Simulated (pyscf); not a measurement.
# Four-centre exchange: HO–Al(OH)–F + ammonia (NH₃) → water (H₂O) + H₂N–Al(OH)–F

Gas phase, singlet surface, charge 0. Bonds broken: O1–Al2, N7–H8. Bonds formed: O1–H8, Al2–N7. Single points on ωB97X-D3(BJ)/def2-SVP structures (PySCF, gas phase).

Transition state (Å):

```xyz
10

O     -0.4856    -1.2946     0.4711
Al    -1.2983     0.1237    -0.5015
O     -1.4727    -0.1569    -2.1734
F     -2.5994     0.6298     0.4334
H     -0.8461    -1.5987     1.3126
H     -2.2719    -0.4485    -2.6133
N      0.3542     0.8941     0.0078
H      0.2561    -0.4259     0.5532
H      0.3559     1.6788     0.6576
H      1.0659     1.0686    -0.7002
```

One imaginary mode, 878i cm⁻¹; descent along it reached the two sides named, in the forms told below.

| bond | change | reactant side (Å) | saddle | product side |
|---|---|---|---|---|
| O1–Al2 | breaks | 1.725 | 1.902 | 1.997 |
| N7–H8 | breaks | 1.022 | 1.432 | 2.058 |
| O1–H8 | forms | 2.558 | 1.145 | 0.989 |
| Al2–N7 | forms | 2.008 | 1.893 | 1.822 |

Electronic energies relative to the separated reactants (eV):

```json
[
 {"level": "ωB97X-D3(BJ)/def2-TZVP", "barrier": "-0.40", "reaction energy": "+0.44", "reverse barrier": "-0.84"},
 {"level": "PBE/def2-TZVP", "barrier": "-0.42", "reaction energy": "+0.46", "reverse barrier": "-0.88"},
 {"level": "r²SCAN/def2-TZVP", "barrier": "-0.45", "reaction energy": "+0.48", "reverse barrier": "-0.93"},
 {"level": "B3LYP-D3(BJ)/def2-TZVP", "barrier": "-0.34", "reaction energy": "+0.47", "reverse barrier": "-0.81"},
 {"level": "PBE0-D3(BJ)/def2-TZVP", "barrier": "-0.46", "reaction energy": "+0.44", "reverse barrier": "-0.90"},
 {"level": "M06-2X/def2-TZVP", "barrier": "-0.46", "reaction energy": "+0.44", "reverse barrier": "-0.90"},
 {"level": "ωB97M-D3(BJ)/def2-TZVP", "barrier": "-0.33", "reaction energy": "+0.46", "reverse barrier": "-0.80"},
 {"level": "HF/def2-TZVP", "barrier": "0.17", "reaction energy": "+0.50", "reverse barrier": "-0.33"}
]
```

With ωB97M-D3(BJ)/def2-TZVP energies and thermal terms (ideal gas, 1 atm, RRHO with modes under 100 cm⁻¹ raised to 100, one conformer, R ln 2 for chiral ones without a mode under 150 cm⁻¹), in eV:

```tsv
T (K)	ΔH‡	ΔG‡	ΔH	ΔG
298	-0.39	0.08	+0.44	+0.44
600	-0.38	0.56	+0.46	+0.43
900	-0.35	1.02	+0.46	+0.41
1200	-0.31	1.47	+0.47	+0.39
```

On the reactant side the descent ends in an adduct with a Al–N contact, 1.56 eV under the separated species and 1.16 eV under the saddle at ωB97X-D3(BJ)/def2-TZVP. On the product side the descent ends in an adduct with a Al–O contact, 0.99 eV under the separated species and 0.15 eV under the saddle at ωB97X-D3(BJ)/def2-TZVP. At ωB97X-D3(BJ)/def2-TZVP, PBE, r²SCAN, B3LYP-D3(BJ), PBE0-D3(BJ), M06-2X, ωB97M-D3(BJ) the saddle lies under the separated reactants, which points to a path from their complex (located at ωB97X-D3(BJ) alone). At ωB97X-D3(BJ)/def2-TZVP, PBE, r²SCAN, B3LYP-D3(BJ), PBE0-D3(BJ), M06-2X, ωB97M-D3(BJ)/def2-TZVP, HF the saddle lies under the separated products, which points to a path from their complex (located at ωB97X-D3(BJ) alone), and parting the products costs more than the saddle. What is counted as formed (Al–N) is already present as a longer contact in the reactant adduct; forming that adduct is a step of its own. What is counted as broken (Al–O) persists as a longer contact in the product adduct; parting that adduct is a step of its own. One saddle was located; it need not be the lowest between these sides.
